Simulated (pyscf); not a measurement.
PySCF, gas phase, ωB97X-D3(BJ)/def2-SVP geometries.

Question: PBE/def2-TZVP puts the barrier of H₂N–NH₂ + H₃Si–SiH₃ → H₂N–NH–SiH₃ + SiH₄ (four-centre exchange; singlet surface; H–N, Si–Si broken, N–Si, H–Si formed) at 32.3 kcal/mol and the reaction energy at -5.8 kcal/mol, from the separated reactants. What do PBE0-D3(BJ)/def2-TZVP, M06-2X/def2-TZVP, ωB97M-D3(BJ)/def2-TZVP give on the same structures?

Answer: PBE0-D3(BJ): ΔE‡ = 32.7 kcal/mol, ΔE = -6.5 kcal/mol; M06-2X: ΔE‡ = 35.2 kcal/mol, ΔE = -11.6 kcal/mol; ωB97M-D3(BJ): ΔE‡ = 34.3 kcal/mol, ΔE = -10.7 kcal/mol. PBE's barrier lies under all of them, by 0.5 to 2.9 kcal/mol. Its reaction energy lies over all of them, by 0.7 to 5.8 kcal/mol. H₂N–NH–SiH₃ lies 57.4 kcal/mol over its isomer H₂N–SiH₂–NH₂, and others may lie lower still (electronic energy, ωB97M-D3(BJ)). One saddle was located; it need not be the lowest between these sides.
